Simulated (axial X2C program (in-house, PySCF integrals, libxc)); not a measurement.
# Potential curves of SH⁻, two-component

Calculated with an in-house relativistic program for diatomic molecules. Two-component (2c) means X2C with spin–orbit coupling and atomic mean-field two-electron Coulomb and Gaunt terms. Basis: S dyall-av3z [9s8p3d2f], H dyall-av3z [7s3p2d] (cores contracted in-house); Gaussian nuclei, density fitting, unrestricted open shells. Masses: S 31.972 u, H 1.008 u.

State: Ω = 0 (closed shell). Energies in eV from the fragments at the same level (S- + H). Fits are polynomials in 1 − R0/R over 0.85 to 1.23 times the lowest point R0.

```json
{"R (Å)": "1.1745", "B97-3": "-3.3989", "CCSD": "", "MP2": "-3.4387"}
{"R (Å)": "1.2285", "B97-3": "-3.6987", "CCSD": "-3.6871", "MP2": "-3.7365"}
{"R (Å)": "1.2690", "B97-3": "-3.8321", "CCSD": "-3.8202", "MP2": "-3.8668"}
{"R (Å)": "1.3095", "B97-3": "-3.9028", "CCSD": "-3.8903", "MP2": "-3.9334"}
{"R (Å)": "1.3500", "B97-3": "-3.9228", "CCSD": "-3.9095", "MP2": "-3.9484"}
{"R (Å)": "1.3972", "B97-3": "-3.8949", "CCSD": "-3.8807", "MP2": "-3.9135"}
{"R (Å)": "1.4445", "B97-3": "-3.8235", "CCSD": "-3.8086", "MP2": "-3.8342"}
{"R (Å)": "1.5052", "B97-3": "-3.6845", "CCSD": "-3.6693", "MP2": "-3.6836"}
{"R (Å)": "1.5795", "B97-3": "-3.4642", "CCSD": "", "MP2": "-3.4472"}
{"R (Å)": "1.6875", "B97-3": "-3.0868", "CCSD": "", "MP2": "-3.0440"}
```

Correlated methods: 8 electrons correlated (number of frozen shells: S 2 s, 1 p; H none), 146 virtual spin orbitals or spinors in MP2.

The state is a single determinant with fixed occupations, the lowest that a limited PBE0 search found. The closed shell is kept restricted, so the energy runs too high when the bond is stretched far. De is counted from the lowest determinant-based energies of the atoms at the same level, without counterpoise correction. CCSD ran in a truncated set of natural virtual spinors with an MP2 remainder; without triples it tends to underbind. Without a current term, density functionals place determinants with orbital angular momentum somewhat too high. Coupled cluster ran on the points near the minimum only. MP2 and coupled cluster on one determinant become unreliable at the stretched end.

Problem. What are Re, ωe and De at the B97-3 level?

Solution. At B97-3, 2c: Re = 1.348 Å, ωe ≈ 2650 cm⁻¹, De = 3.92 eV to S- + H; Be follows as 9.5 cm⁻¹.

Problem. What are Re, ωe and De at the CCSD level?

Solution. At CCSD, 2c: Re = 1.347 Å, ωe ≈ 2650 cm⁻¹, De = 3.91 eV to S- + H; Be follows as 9.51 cm⁻¹.

Problem. What are Re, ωe and De at the MP2 level?

Solution. At MP2, 2c: Re = 1.343 Å, ωe ≈ 2710 cm⁻¹, De = 3.95 eV to S- + H; Be follows as 9.57 cm⁻¹.
